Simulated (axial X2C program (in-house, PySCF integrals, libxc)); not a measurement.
Worked dissociation energy of BP⁺: CCSD, without spin–orbit coupling

All values were computed with an in-house relativistic program for diatomic molecules. Spin-free means the one-electron spin-free X2C Hamiltonian. Basis: P dyall-v3z [8s7p2d1f], B dyall-v3z [7s6p2d1f] (cores contracted in-house); Gaussian nuclei, density fitting, unrestricted open shells. Masses: P 30.974 u, B 11.009 u.

Molecular state: M_S = 3/2, Λ = 0 (beyond evenly filled blocks: σα, π+α, π-α).

Correlated methods: 7 electrons correlated (number of frozen shells: P 2 s, 1 p; B 1 s), 147 virtual spin orbitals or spinors in MP2, 90 natural virtuals in coupled cluster.

```
E(P) (2M_S = 3, M_L = 0)  : -341.638602 hartree
E(B+) (2M_S = 0, M_L = 0) : -24.304536 hartree
E(BP⁺) at Re              : -366.013874 hartree
ωe                        : 696.4 cm⁻¹
ωexe                      : 12.3 cm⁻¹
```

Task: Work out De and D0.

Result: De = -341.638602 + (-24.304536) − (-366.013874) = 0.07074 hartree = 1.925 eV. The zero-point energy is ωe/2 − ωexe/4 = 345 cm⁻¹ = 0.043 eV, so D0 = 1.882 eV.

The state is a single determinant with fixed occupations, the lowest that a limited PBE0 search found. Dissociation energies refer to the lowest single-determinant-based atoms at the same level and basis. CCSD ran in a truncated set of natural virtual spinors with an MP2 remainder; without triples it tends to underbind. PBE0 can misorder states that lie within some tenths of an eV, so this need not be the ground state of the molecule. The nearest other spin-free determinant of the search, M_S = 1/2, Λ = 0, lies 0.30 eV up at the distance of the search.

Each atomic determinant is the lowest at this level and need not be a pure term. Totals compare only within one Hamiltonian and basis.
